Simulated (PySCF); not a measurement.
CHCl3. Atoms are numbered in the order given.

```xyz
5

Cl     1.4730    -0.8504    -0.0839
C      0.0000     0.0000     0.4540
Cl     0.0000     1.7009    -0.0839
Cl    -1.4730    -0.8504    -0.0839
H      0.0000     0.0000     1.5571
```
Charge 0, spin multiplicity 1.

Coordinates come from a PBE-D3(BJ)/def2-SVP optimisation.

Method: M06-2X/def2-TZVPD run with PySCF.

Isolated molecule, no solvent.

| Property | Result |
|---|---|
| total energy | -1419.28940 hartree |
| point group | C3v |
| highest occupied level | -10.33 eV |
| lowest empty level | -0.37 eV |
| orbital gap | 9.96 eV |
| dipole moment | 1.10 D |
| quadrupole, principal values (traceless, Buckingham form, about the centre of nuclear charge) | -1.01, -1.01, 2.03 D·Å |
| mean static polarisability | 57.5 bohr³ (8.52 Å³) |
| polarisability, principal values | 45.4, 63.6, 63.6 bohr³ |
